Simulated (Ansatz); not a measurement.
Geometry optimisation, RKS B3LYP/def2-SVP in Ansatz.

Input file:

```yaml
crystal:
  periodic: [false, false, false]
  atoms:
    - { symbol: Si, position_ang: [-0.193257, -0.208341, -0.135862] }
    - { symbol: S, position_ang: [1.479067, 1.168184, -0.039988] }
    - { symbol: H, position_ang: [0.408555, -1.461546, -0.652857] }
    - { symbol: H, position_ang: [-0.773548, -0.318244, 1.226807] }
    - { symbol: "N", position_ang: [-1.503677, 0.169527, -1.207044] }
    - { symbol: H, position_ang: [1.776135, -0.958244, 1.542706] }
    - { symbol: H, position_ang: [1.374152, -1.520149, 1.67476] }
    - { symbol: H, position_ang: [0.875013, 2.04757, 0.801983] }
    - { symbol: H, position_ang: [-2.096661, 0.970289, -1.00031] }
    - { symbol: H, position_ang: [-1.345879, 0.111054, -2.210196] }
basis:
  gaussian: { orbitals: def2-SVP }
hamiltonian:
  xc: b3lyp
relax:
  f_tol: 0.03
  max_steps: 50
```

Run as:

```bash
$ ansatz run input.yaml --threads 2 --pin off --max-ram 3072MiB --backend cpu --events-out ev --progress --plain --runs-dir out
```

Q: Where does it end, and by what steps?

A: The run converged. The force dipped under the threshold on the way, but the program's further checks kept it going. After 22 steps the energy has fallen by 0.244 eV; H7 moved furthest, 1.87 Å.

```json
{"step": "0", "energy less start (eV)": "0.0000", "largest force component (eV/Å)": "2.085", "accepted": "yes"}
{"step": "1", "energy less start (eV)": "-0.1466", "largest force component (eV/Å)": "0.177", "accepted": "yes"}
{"step": "2", "energy less start (eV)": "-0.1893", "largest force component (eV/Å)": "0.120", "accepted": "yes"}
{"step": "3", "energy less start (eV)": "-0.2105", "largest force component (eV/Å)": "0.079", "accepted": "yes"}
{"step": "4", "energy less start (eV)": "-0.2104", "largest force component (eV/Å)": "0.244", "accepted": "no"}
{"step": "5", "energy less start (eV)": "-0.2176", "largest force component (eV/Å)": "0.051", "accepted": "yes"}
{"step": "6", "energy less start (eV)": "-0.2225", "largest force component (eV/Å)": "0.092", "accepted": "yes"}
{"step": "7", "energy less start (eV)": "-0.2270", "largest force component (eV/Å)": "0.229", "accepted": "yes"}
{"step": "8", "energy less start (eV)": "-0.2307", "largest force component (eV/Å)": "0.144", "accepted": "yes"}
{"step": "9", "energy less start (eV)": "-0.2341", "largest force component (eV/Å)": "0.117", "accepted": "yes"}
{"step": "10", "energy less start (eV)": "-0.2347", "largest force component (eV/Å)": "0.269", "accepted": "yes"}
{"step": "11", "energy less start (eV)": "-0.2357", "largest force component (eV/Å)": "0.222", "accepted": "yes"}
{"step": "12", "energy less start (eV)": "-0.2339", "largest force component (eV/Å)": "0.060", "accepted": "no"}
{"step": "13", "energy less start (eV)": "-0.2393", "largest force component (eV/Å)": "0.013", "accepted": "yes"}
{"step": "14", "energy less start (eV)": "-0.2402", "largest force component (eV/Å)": "0.020", "accepted": "yes"}
{"step": "15", "energy less start (eV)": "-0.2415", "largest force component (eV/Å)": "0.074", "accepted": "yes"}
{"step": "16", "energy less start (eV)": "-0.2420", "largest force component (eV/Å)": "0.079", "accepted": "yes"}
{"step": "17", "energy less start (eV)": "-0.2429", "largest force component (eV/Å)": "0.065", "accepted": "yes"}
{"step": "18", "energy less start (eV)": "-0.2433", "largest force component (eV/Å)": "0.050", "accepted": "yes"}
{"step": "19", "energy less start (eV)": "-0.2436", "largest force component (eV/Å)": "0.051", "accepted": "yes"}
{"step": "20", "energy less start (eV)": "-0.2429", "largest force component (eV/Å)": "0.202", "accepted": "no"}
{"step": "21", "energy less start (eV)": "-0.2439", "largest force component (eV/Å)": "0.030", "accepted": "yes"}
{"step": "22", "energy less start (eV)": "-0.2440", "largest force component (eV/Å)": "0.029", "accepted": "yes"}
```

```xyz
10
Properties=species:S:1:pos:R:3
Si -0.543 -0.318 -0.550
S 1.374 0.631 -0.117
H -0.129 -1.515 -1.328
H -1.201 -0.665 0.739
N -1.711 0.573 -1.462
H 2.440 -1.019 2.377
H 2.678 -1.378 3.007
H 0.879 1.555 0.741
H -2.287 1.269 -0.996
H -1.500 0.865 -2.413
```

Time of the run: 41 s on 2 threads of Arm Neoverse V1, on a shared host, peak memory 0.16 GiB.
